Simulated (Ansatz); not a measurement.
# C4H6O2 (methyl acrylate): a line through the functionals

The species is C4H6O2 (12 atoms), meant as a singlet with charge 0. As SMILES, `C=CC(=O)OC`. Geometry: relaxed at PBE0-D4/def2-TZVP. This is one conformer, not always the lowest.

The HOMO–LUMO gap y, in eV, basis 6-31G(d); a is the functional's share of exact exchange. Programs: Ansatz 0.2.0.

| functional | program | a | y (eV) |
| --- | --- | --- | --- |
| PBE | Ansatz | 0 | 4.11 |
| r2SCAN | Ansatz | 0 | 4.60 |
| B3LYP | Ansatz | 0.2 | 6.31 |
| PBE0 | Ansatz | 0.25 | ? |
| r2SCAN0 | Ansatz | 0.25 | 7.14 |
| BHLYP | Ansatz | 0.5 | 9.23 |

Problem. Fit y = c + s·a to the known rows and predict PBE0.

Solution. 
1. Means of the 5 rows: a = 0.1900, y = 6.278.
2. Σ(Δa)² = 0.172, Σ(Δa·Δy) = 1.6979, so the slope is 1.6979/0.172 = 9.8715.
3. Intercept: 6.278 − (9.8715) × 0.1900 = 4.402. The largest residual of the fit is 0.29.
4. PBE0: 4.402 + (9.8715) × 0.25 = 6.87 eV.

The run gave 6.82 eV, so the prediction is off by +0.05 eV, within the scatter of the fit. Exact exchange lowers occupied levels and raises empty ones. The rows mix families of semi-local functionals, which the line can't see.
